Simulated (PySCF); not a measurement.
Mapped SMILES: `[cH:1]1[n:2][nH:3][cH:4][p:5]1`; H(Xn) means a hydrogen on atom n.

Geometry: PBE0-D3(BJ)/def2-SVP; GIAO shifts from PySCF 2.14.0 with density-fitted response routines, gas phase, non-relativistic, averaged over equivalent atoms.

At PBE0/pcSseg-0 (55 basis functions, 2.8 s wall time on 1 thread of an Arm Neoverse V2, shared host):
| atoms | δ (ppm) |
| --- | --- |
| C1 | 176.6 |
| C4 | 171.3 |
| N2 | 384.6 |
| N3 | 233.8 |
| P5 | 68.9 |
| H(N3) | 9.46 |
| H(C1) | 8.78 |
| H(C4) | 8.45 |

δ = σ(ref) − σ, references computed at the same level: $^{13}$C (σref 193.52) and $^{1}$H (σref 32.83) against TMS; $^{15}$N (σref 266.02) vs NH3; $^{31}$P (σref 281.41) against H3PO4.

Q: Estimate the result of repeating the calculation with PBE0/IGLO-III.

A: 
```csv
atoms,δ at PBE0/IGLO-III,change
C1,173.4,-3.2
C4,163.1,-8.2
N2,366.7,-17.9
N3,238.2,+4.4
P5,86.7,+17.8
H(N3),10.51,+1.05
H(C1),8.89,+0.11
H(C4),8.64,+0.19
```

Shifts are taken against calculated references (same method and geometry level): TMS for $^{13}$C (183.78 ppm), $^{1}$H (31.37 ppm); $^{15}$N (260.55 ppm) vs NH3; $^{31}$P (306.76 ppm) against H3PO4.

The largest change is at N2 (pyridine-type nitrogen of an azole). Cost: 214 basis functions, 19 s wall time on 1 thread of an Arm Neoverse V2, shared host.

Experimental scales use liquid or dissolved standards, which lie at an offset from isolated NH3 (liquid NH3: subtract about 20 ppm) and H3PO4. Unscaled 15N shifts of sp2 nitrogen come out 20 to 40 ppm too high even then.
